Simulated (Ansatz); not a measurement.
Si$_{11}$Pd$_{10}$Au$_{3}$: short dynamics, then relaxation

A packing of 24 atoms, thrown in at random and pushed apart as soft spheres with like charges further apart (3 Au, 10 Pd, 11 Si) went through Langevin stages in a fixed cell of 16.04 Å³/atom, at one k point, without spin and with a Fermi–Dirac width of kT (0.05 eV at least). Method: DFT PBE, scalar-relativistic, plane waves, PAW in Ansatz.

```tsv
thermostat (K)	duration (fs)	friction (1/fs)	cutoff (eV)	mean T (K)	mean P (GPa)	mean square displacement (Å²)
2470	72	0.030	320	2341	10.5	0.19
2470	273	0.030	420	2334	7.3	0.62
1780	228	0.030	420	1578	6.5	0.25
990	249	0.030	420	1081	3.8	0.22
300	306	0.030	420	325	1.8	0.16
```

Means run over the second half of a stage; pressure includes the kinetic part; displacements count from the stage's start, the atoms' common shift taken off. In so short a run the atoms moved about a bond length or less in the hot stages, so this is an annealed packing, not a quenched equilibrium liquid.

Cell and atoms were then relaxed on coarser meshes and computed once more: Plane waves to 420 eV, a k mesh through Γ of 5×5×4 on the computed 24-atom cell and Gaussian smearing (0.10 eV); no spin polarisation.

**Question.** What structure is left?

**Answer.** One draw of many: 16.33 Å³/atom with no gap on the mesh, 0.25 eV/atom below the elements' standard states (static lattices, no corrections for gases) (a random packing after short dynamics, relaxed).

Counting as bonded all pairs within 1.2 times the summed covalent radii:

```tsv
atom → neighbour	mean count	mean length (Å)	spread (Å)
Au → Au	2.00	3.02	0.18
Au → Pd	5.33	2.94	0.12
Au → Si	2.33	2.63	0.15
Pd → Au	1.60	2.94	0.12
Pd → Pd	4.00	2.92	0.10
Pd → Si	4.30	2.51	0.09
Si → Au	0.64	2.63	0.15
Si → Pd	3.91	2.51	0.09
Si → Si	1.82	2.47	0.09
```

Angles between all pairs of such bonds at an atom (mean ± spread): 97 ± 34° at Au, 98 ± 34° at Pd, 100 ± 30° at Si.

```xyz
24
Lattice="6.8407 -0.3195 0.4518 -0.3064 7.1925 0.1563 0.4810 0.1622 8.0200" Properties=species:S:1:pos:R:3 pbc="T T T"
Si    1.8796    6.2939    5.8050
Si    1.5166    4.9826    8.0655
Si    5.6990    0.8250    3.6159
Si    5.0732    2.7826    5.6433
Si    1.3971    2.6677    2.8438
Si    5.0221    6.7010    8.4676
Si    6.0653    5.3177    4.8628
Si    1.6537    1.8324    5.8574
Si    5.6637    3.5972    0.8525
Si    6.2512    1.7413    7.4129
Si    5.0482    4.8969    6.9370
Pd    2.8499    4.0281    6.1199
Pd    5.8470    6.0212    2.4404
Pd    0.9803    0.1736    7.4721
Pd    1.0801    0.4393    3.7930
Pd    4.5438    1.3973    1.5667
Pd    3.3977    1.9179    4.1414
Pd    3.8645    0.8718    6.7607
Pd    3.8374    6.2984    4.4317
Pd    1.3691    4.8692    3.8420
Pd    5.9396    3.2345    3.4012
Au    2.1588    6.5313    1.4994
Au    3.6029    4.2186    2.2961
Au    2.0311    2.4600    0.5173
```

The final mesh leaves forces up to 0.23 eV/Å and stresses up to 0.4 GPa: the relaxation ran on a coarser mesh, so the cell's shape, its bonds and its energy belong partly to that mesh.

Spin-orbit coupling is left out, which matters for the bands of heavy elements.

Cost: 6 runs of about 71 core-minutes in all (earlier runs that led there not counted), on Arm Neoverse V1 (shared hosts).